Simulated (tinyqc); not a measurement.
Worked calculation: CCSD on RHF in the sto-6g basis, for CH3-, spin multiplicity 1. The basis has no diffuse functions, so it cannot describe the extra electron: this is an exercise in the method, not the real anion. One step of it, computed by the program tinyqc.

Question. Orthogonalisation. S = U s U^T; symmetric (Loewdin) form X = U s^(-1/2) U^T, so that X^T S X = 1.

overlap S:
```
,1C 1s,1C 2s,1C 2px,1C 2py,1C 2pz,2H 1s,3H 1s,4H 1s
1C 1s,1.000000,0.243228,0.000000,0.000000,0.000000,0.070988,0.070969,0.070969
1C 2s,0.243228,1.000000,0.000000,0.000000,0.000000,0.515813,0.515743,0.515743
1C 2px,0.000000,0.000000,1.000000,0.000000,0.000000,0.480281,-0.240094,-0.240094
1C 2py,0.000000,0.000000,0.000000,1.000000,0.000000,0.000000,0.415919,-0.415919
1C 2pz,0.000000,0.000000,0.000000,0.000000,1.000000,-0.028927,-0.028921,-0.028921
2H 1s,0.070988,0.515813,0.480281,0.000000,-0.028927,1.000000,0.161247,0.161247
3H 1s,0.070969,0.515743,-0.240094,0.415919,-0.028921,0.161247,1.000000,0.161196
4H 1s,0.070969,0.515743,-0.240094,-0.415919,-0.028921,0.161247,0.161196,1.000000
```

Give: eigenvalues of S; X.

Answer.

eigenvalues of S: 0.2362  0.3257  0.3257  0.9561  1.0039  1.5131  1.5131  2.1262

X:
```
,1C 1s,1C 2s,1C 2px,1C 2py,1C 2pz,2H 1s,3H 1s,4H 1s
1C 1s,1.0268,-0.1631,0.0000,0.0000,0.0020,0.0228,0.0228,0.0228
1C 2s,-0.1631,1.5014,0.0001,0.0000,-0.0263,-0.3765,-0.3764,-0.3764
1C 2px,0.0000,0.0001,1.2188,0.0000,0.0000,-0.3800,0.1899,0.1899
1C 2py,0.0000,0.0000,0.0000,1.2188,0.0000,0.0000,-0.3290,0.3290
1C 2pz,0.0020,-0.0263,0.0000,0.0000,1.0015,0.0208,0.0208,0.0208
2H 1s,0.0228,-0.3765,-0.3800,0.0000,0.0208,1.3091,-0.0373,-0.0373
3H 1s,0.0228,-0.3764,0.1899,-0.3290,0.0208,-0.0373,1.3090,-0.0374
4H 1s,0.0228,-0.3764,0.1899,0.3290,0.0208,-0.0373,-0.0374,1.3090
```
